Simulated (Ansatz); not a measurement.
# H2O (triplet): wave-function methods side by side at distance H1–H2 along a hydrogen transfer = 0.943 Å, cc-pVDZ

Aim: climb from Hartree-Fock through coupled cluster and multireference methods for H2O (triplet) at one geometry and basis, and see what each rung misses.

Program: Ansatz 0.2.0, Gaussian basis. Level of theory: cc-pVDZ, core rule «outside noble gas», up to 1 orbitals frozen. These are calculated values, not measurements.

To be run: UHF; CCSD(T) on ROHF; CCSD(T) on UHF; BCCD(T) on ROHF; CISD; CCSDT(Q) on ROHF; CCSDT(Q) on UHF; CCSDTQ on ROHF; CCSDTQ on UHF; CASSCF and MRCISD+Q, 4 electrons in 4 orbitals; CASSCF and NEVPT2, 4 electrons in 4 orbitals; CASSCF and MRCISD+Q, 8 electrons in 6 orbitals; CASSCF and NEVPT2, 8 electrons in 6 orbitals; Full CI.

## 1. The geometry

The geometry derives from fragments relaxed apart (PBE0/def2-TZVP) and kept rigid, so it is no stationary point. A hydrogen atom is moved between rigid fragments.

3 atoms, charge 0, spin multiplicity 3.

Atoms are counted from 1 here; the program's logs count them from 0.

Bond lengths: H2–O3 1.023 Å.

## 2. UHF

in.yaml

```yaml
crystal:
  periodic: [false, false, false]
  atoms:
    - {symbol: H, position_ang: [0.000000, 0.000000, -0.969667]}
    - {symbol: H, position_ang: [0.000000, 0.000000, -0.026667]}
    - {symbol: O, position_ang: [0.000000, 0.000000, 0.996333]}
basis:
  gaussian: {orbitals: cc-pVDZ}
magnetization: {spin_polarized: true, initial_magnetization: 2}
hamiltonian: {xc: hf}
output: {orbitals: {seedname: orbitals}}
```

The run is started by

```sh
$ ansatz run in.yaml --threads 1 --pin off --events-out ev --progress --plain --max-ram 2816MiB --backend cpu
```

The runs that follow: CCSD(T) on ROHF; CCSD(T) on UHF; BCCD(T) on ROHF; CISD; CCSDT(Q) on ROHF; CCSDT(Q) on UHF; CCSDTQ on ROHF; CCSDTQ on UHF; CASSCF and MRCISD+Q, 4 electrons in 4 orbitals; CASSCF and NEVPT2, 4 electrons in 4 orbitals; CASSCF and MRCISD+Q, 8 electrons in 6 orbitals; CASSCF and NEVPT2, 8 electrons in 6 orbitals; Full CI.

Before running them: what should the planned runs give, taken together? Wanted: FCI below the RHF energy; RMP2 from FCI; UMP2 from FCI; RCCSD from FCI; RCCSD(T) from FCI; UCCSD(T) from FCI; RCCSDT(Q) from FCI; UCCSDT(Q) from FCI; NEVPT2 pair from FCI.

As calculated:

| quantity | value |
| --- | --- |
| FCI below the RHF energy | -5.1308 eV |
| RMP2 from FCI | +52.6 kJ/mol |
| UMP2 from FCI | +56.0 kJ/mol |
| RCCSD from FCI | +8.1 kJ/mol |
| RCCSD(T) from FCI | +1.6 kJ/mol |
| UCCSD(T) from FCI | +1.4 kJ/mol |
| RCCSDT(Q) from FCI | 0.0 kJ/mol |
| UCCSDT(Q) from FCI | -0.1 kJ/mol |
| NEVPT2 pair from FCI | +46.1 kJ/mol |
| MRCISD+Q pair from FCI | +1.8 kJ/mol |
| NEVPT2 valence from FCI | +67.8 kJ/mol |
| levels within 1 kcal/mol (43 meV) | RCCSD(T), UCCSD(T), BCCD(T), RCCSDT, UCCSDT, RCCSDT(Q), UCCSDT(Q), RCCSDTQ, UCCSDTQ, MRCISD+Q pair, MRCISD+Q valence |
| T1 diagnostic | 0.026 |
| effectively unpaired electrons | 2.02 |

In words: RCCSD(T) misses by +1.6 kJ/mol, 0.3 % of the correlation energy. One determinant dominates. Of the multireference levels listed MRCISD+Q valence comes nearest in total energy (+1.2 kJ/mol), which doesn't show that its space is the better one. These misses are within one basis, not against nature; the frozen cores of restricted and unrestricted runs differ, which can shift their rows.
